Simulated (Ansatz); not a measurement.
A calculation with Ansatz (development build ahead of 0.2.0).

```yaml
crystal:
  periodic: [false, false, false]
  atoms:
    - { symbol: O, position_ang: [0.0, 0.0, 0.0] }
    - { symbol: O, position_ang: [0.0, 3.2655, 2.0091] }
    - { symbol: O, position_ang: [0.0, -1.0885, 0.6697] }
basis:
  gaussian: { orbitals: STO-3G }
hamiltonian:
  xc: hf
correlation:
  method: fci
  frozen_orbitals: { O: 1 }
```

The input is written out in the form of the current development build from the run's settings.

The run gave:

```
Converged          : yes
Reference energy   : -221.20699 hartree
Correlation energy : -0.35275 hartree
Total energy       : -221.55974 hartree
State              : lowest singlet root, of any spatial symmetry
```
